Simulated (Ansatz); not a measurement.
# CHO2: the cost of one run

Method: the levels named in each step, in Ansatz 0.2.0.

## Step 1: The starting structure

Bond lengths: O1–C2 1.230 Å, C2–O3 1.230 Å, C2–H4 1.190 Å. Angles: O1–C2–O3 131.6°, O1–C2–H4 114.2°, O3–C2–H4 114.2°.

Coordinates:

```xyz
4

O    -1.0749   -0.3644    0.0002
C    -0.0575    0.3266   -0.0003
O     1.1347    0.0248    0.0002
H    -0.2639    1.4986   -0.0018
```

## Step 2: A rough first relaxation, PBE-D4/def2-SVPD

input.yaml

```yaml
crystal:
  periodic: [false, false, false]
  atoms:
    - { symbol: O, position_ang: [-1.07488, -0.36435, 0.00016] }
    - { symbol: C, position_ang: [-0.05753, 0.32656, -0.00031] }
    - { symbol: O, position_ang: [1.13468, 0.0248, 0.00021] }
    - { symbol: H, position_ang: [-0.26392, 1.49856, -0.0018] }
total_charge: -1
basis:
  gaussian: { orbitals: def2-SVPD }
hamiltonian:
  xc: pbe
  dispersion: d4
relax:
  f_tol: 0.03
  max_steps: 200
```

Run with:

```sh
$ ansatz run input.yaml --threads 4 --pin off --max-ram 10240MiB --backend cpu --events-out ev --progress --plain --runs-dir out
```

Q: Estimate wall time and peak memory on 4 threads of AMD EPYC (Zen 3), shared host.

About 16 s, with a peak of 0.12 GiB.
